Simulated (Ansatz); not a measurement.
# C2H3O2: the cost of one run

Program: Ansatz 0.2.0. Level of theory: the levels named in each step. These are calculated values, not measurements.

## 1. The system as given

Bond lengths: O1–C2 1.189 Å, C2–C3 1.489 Å, C3–O4 1.405 Å, C3–H5 1.093 Å, C3–H6 1.102 Å, O4–H7 0.965 Å. Angles: O1–C2–C3 131.4°, C2–C3–O4 115.0°, C2–C3–H5 109.2°, C2–C3–H6 105.9°, O4–C3–H5 106.6°, O4–C3–H6 111.8°, H5–C3–H6 108.1°, C3–O4–H7 109.7°.

As a file:

```xyz
7

O     1.5243    0.3215    0.1074
C     0.7300   -0.5459    0.2836
C    -0.7542   -0.5616    0.1615
O    -1.3100    0.5573   -0.4818
H    -1.0577   -1.4377   -0.4166
H    -1.1411   -0.6777    1.1870
H    -0.9143    1.3638   -0.1305
```

## 2. A rough first relaxation, PBE-D4/def2-SVP

This run stands in another session on the same molecule. It ended at:

```xyz
7

O     1.4613    0.3810    0.1106
C     0.7448   -0.5601    0.2822
C    -0.7752   -0.5535    0.1523
O    -1.3108    0.5729   -0.4825
H    -1.0787   -1.4615   -0.4103
H    -1.1360   -0.7125    1.2041
H    -0.8284    1.3532   -0.1459
```

## 3. Relaxation, r2SCAN-D4/def2-TZVPP

Input file input.yaml:

```yaml
crystal:
  periodic: [false, false, false]
  atoms:
    - { symbol: O, position_ang: [1.46133127, 0.38100145, 0.11064374] }
    - { symbol: C, position_ang: [0.74476171, -0.56008073, 0.28223044] }
    - { symbol: C, position_ang: [-0.77522992, -0.55345523, 0.15231685] }
    - { symbol: O, position_ang: [-1.31080183, 0.57291607, -0.48252562] }
    - { symbol: H, position_ang: [-1.07873821, -1.46151023, -0.41034135] }
    - { symbol: H, position_ang: [-1.13598362, -0.71246476, 1.20406525] }
    - { symbol: H, position_ang: [-0.8283694, 1.35315343, -0.14588931] }
magnetization:
  spin_polarized: true
  initial_magnetization: 1
basis:
  gaussian: { orbitals: def2-TZVPP }
hamiltonian:
  xc: r2scan
  dispersion: d4
relax:
  f_tol: 0.002
  max_steps: 150
```

On the command line:

```bash
ansatz run input.yaml --threads 4 --pin off --max-ram 10240MiB --backend cpu --events-out ev --progress --plain --runs-dir out
```

Q: Estimate wall time and peak memory on 4 threads of Arm Neoverse V1, shared host.

About 42 s, with a peak of 0.34 GiB.
